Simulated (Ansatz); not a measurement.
# C2H4N2O: a ladder of functionals and wavefunction methods

An exercise on one series of results from a longer session: the logs are not shown, and one member is left open.

Computed with Ansatz 0.2.0, Gaussian basis. Level: functionals in def2-TZVPP, the program's frozen cores in correlated methods.

Levels to be run: LDA (SPW92), PBE-D4, revPBE-D4, BLYP-D4, r2SCAN-D4, B97M-V, PBE0-D4, B3LYP-D4, r2SCANh-D4, r2SCAN0-D4, HSE06-D4, BHLYP-D4, CAM-B3LYP-D4, LC-ωPBE, ωB97X-V, ωB97M-V, B2PLYP, PBE-QIDH; CCSD(T)/def2-SVP; CCSD(T)/def2-TZVPP; MP2/def2-QZVPP; extrapolation to the limit; RPA on PBE.

## The geometry

The geometry comes from an earlier relaxation with PBE0-D4 in a triple-zeta def2 set; it is a stationary point, not always the lowest conformer.

SMILES `C=NC(=N)O`, 9 atoms, charge 0, spin multiplicity 1.

Atoms are counted from 1 here; the program's logs count them from 0.

Bond lengths: C1–N2 1.266 Å, C1–H6 1.092 Å, C1–H7 1.089 Å, N2–C3 1.403 Å, C3–N4 1.262 Å, C3–O5 1.345 Å, N4–H8 1.016 Å, O5–H9 0.965 Å. Angles: N2–C1–H6 123.7°, N2–C1–H7 118.1°, H6–C1–H7 118.2°, C1–N2–C3 118.6°, N2–C3–N4 123.4°, N2–C3–O5 116.0°, N4–C3–O5 120.6°, C3–N4–H8 109.2°, C3–O5–H9 106.0°.

The first run:

File in.yaml:

```yaml
crystal:
  periodic: [false, false, false]
  atoms:
    - {symbol: C, position_ang: [0.202319, 1.255164, -0.979304]}
    - {symbol: N, position_ang: [0.227141, -0.007977, -0.903636]}
    - {symbol: C, position_ang: [-0.049072, -0.613524, 0.331983]}
    - {symbol: N, position_ang: [-0.057165, -1.863436, 0.507780]}
    - {symbol: O, position_ang: [-0.312815, 0.223002, 1.351874]}
    - {symbol: H, position_ang: [-0.023007, 1.908212, -0.133864]}
    - {symbol: H, position_ang: [0.417776, 1.714834, -1.942382]}
    - {symbol: H, position_ang: [0.163199, -2.325220, -0.369559]}
    - {symbol: H, position_ang: [-0.479775, -0.337354, 2.119909]}
basis:
  gaussian: {orbitals: def2-TZVPP}
hamiltonian: {xc: lda}
output: {orbitals: {seedname: orbitals}}
```

The run is started by

```
$ ansatz run in.yaml --threads 2 --pin off --events-out ev --progress --plain --max-ram 4352MiB
```

Among the steps run: LDA; PBE-D4 (GGA); revPBE-D4 (GGA); BLYP-D4 (GGA); r2SCAN-D4 (meta-GGA); B97M-V (meta-GGA); PBE0-D4 (hybrid); B3LYP-D4 (hybrid); r2SCANh-D4 (hybrid); r2SCAN0-D4 (hybrid); HSE06-D4 (hybrid); BHLYP-D4 (hybrid); CAM-B3LYP-D4 (range-separated); LC-ωPBE (range-separated); ωB97X-V (range-separated); ωB97M-V (range-separated); B2PLYP (double hybrid); PBE-QIDH (double hybrid).

One of the session's tables, all rows but one given; the rest of the session is left out.

It belongs to the step «Frontier levels by functional». 

```
  functional  HOMO (eV)  LUMO (eV)  gap (eV)
 LDA (SPW92)      -6.74      -2.98      3.76
      PBE-D4      -6.63      -2.71      3.92
   revPBE-D4      -6.58      -2.61      3.97
     BLYP-D4      -6.54      -2.58      3.96
   r2SCAN-D4      -7.00      -2.55      4.45
      B97M-V      -7.03      -2.43      4.61
     PBE0-D4      -8.07      -1.69      6.38
    B3LYP-D4      -7.85      -1.93      5.91
  r2SCANh-D4      -7.52      -2.17      5.35
  r2SCAN0-D4      -8.24      -1.60      6.64
    HSE06-D4      -7.67      -2.07      5.60
    BHLYP-D4      -9.18      -0.55      8.64
CAM-B3LYP-D4      -9.43      -0.54      8.89
     LC-ωPBE     -10.80       0.65     11.45
     ωB97X-V          ?          ?         ?
     ωB97M-V     -10.31       0.52     10.83
```

Estimate the missing values for ωB97X-V.

As computed: HOMO (eV): -10.39; LUMO (eV): 0.60; gap (eV): 10.99. In the column «HOMO (eV)» it lies between LC-ωPBE (-10.80) and ωB97M-V (-10.31).
